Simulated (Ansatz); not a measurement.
Compare A (`OC1=CNC1`) with its isomer B (`NC1=COC1`).

Computed with Ansatz on PBE0-D4/def2-TZVP structures; ΔE is electronic, products minus reactants. CCSD(T)/CBS adds triple-zeta CCSD(T) − MP2 to the extrapolated MP2 energy (def2 sets, frozen cores). Functionals use def2-TZVPP. B3LYP here is the variant with VWN-RPA as its local correlation; programs differ in this. One conformer a species, not always the lowest.

Question: Which isomer does CCSD(T)/CBS put lower? Give the gap. (Estimate.)

Answer: Ansatz gave: A, by 1.7 kcal/mol.

Question: Give E(B) − E(A) in kcal/mol with PBE0-D4, CCSD(T)/def2-TZVPP, LDA (SPW92), B3LYP, B3LYP-D4, PBE-D4, B2PLYP. (An estimate is asked.)

Answer: The calculation gave: PBE0-D4 1.3, CCSD(T)/def2-TZVPP 1.5, LDA (SPW92) 1.2, B3LYP 0.2, B3LYP-D4 0.4, PBE-D4 0.9, B2PLYP 0.7. None reverses the order clearly.

Question: Does the order hold for the free energy at 298.15 K (harmonic terms from PBE0-D4)? (An estimate is asked.)

Answer: Computed: Yes: G(B) − G(A) = +1.6 kcal/mol, for one conformer each.

Largest T1 diagnostic: 0.013.

Leaving LDA and LC-ωPBE aside and taking each functional with its dispersion term where it has one, the values, not all of them listed here, spread over 1.5 kcal/mol, from BLYP-D4 to PBE-QIDH. At CCSD(T), def2-SVP lies −0.8 kcal/mol from the extrapolated value and def2-TZVPP −0.2 kcal/mol.
